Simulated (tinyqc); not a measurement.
Harmonic frequencies on the unrestricted LDA (VWN5)/sto-6g surface (energies and gradients from PySCF), for OH+, spin multiplicity 3, step by step. One step of it, computed by the program tinyqc.

Problem. Normal modes. Diagonalise H_ij / sqrt(m_i m_j); the 5 smallest eigenvalues belong to translations and rotations; wavenumber = sqrt(eigenvalue / 1822.888) x 219474.63; each mode has its largest component positive (the first on a tie); zero-point energy = sum of wavenumbers / 2, with 349.755 1/cm per kcal/mol.

Hessian (symmetrised) (hartree/bohr^2), order 1Ox, 1Oy, 1Oz, 2Hx, 2Hy, 2Hz:
```
[[-0.00000984, 0.00000000, 0.00000000, 0.00000214, 0.00000000, 0.00000000],
 [0.00000000, -0.00000984, 0.00000000, 0.00000000, 0.00000214, 0.00000000],
 [0.00000000, 0.00000000, 0.31048940, 0.00000000, 0.00000000, -0.31049572],
 [0.00000214, 0.00000000, 0.00000000, 0.00000557, 0.00000000, 0.00000000],
 [0.00000000, 0.00000214, 0.00000000, 0.00000000, 0.00000557, 0.00000000],
 [0.00000000, 0.00000000, -0.31049572, 0.00000000, 0.00000000, 0.31050203]]
```

masses (u): [15.994915, 1.007825]

Give: eigenvalues of the mass-weighted Hessian; harmonic wavenumbers of the vibrations; mass-weighted modes; zero-point energy.

Solution.

eigenvalues of the mass-weighted Hessian (hartree/(bohr^2 u)): [0.000, 0.000, 0.000, 0.000, 0.000, 0.328]

harmonic wavenumbers of the vibrations (1/cm): [2941.8]

mass-weighted modes, order 1Ox, 1Oy, 1Oz, 2Hx, 2Hy, 2Hz:
```
[[0.000],
 [0.000],
 [-0.243],
 [0.000],
 [0.000],
 [0.970]]
```

zero-point energy = 4.206 kcal/mol
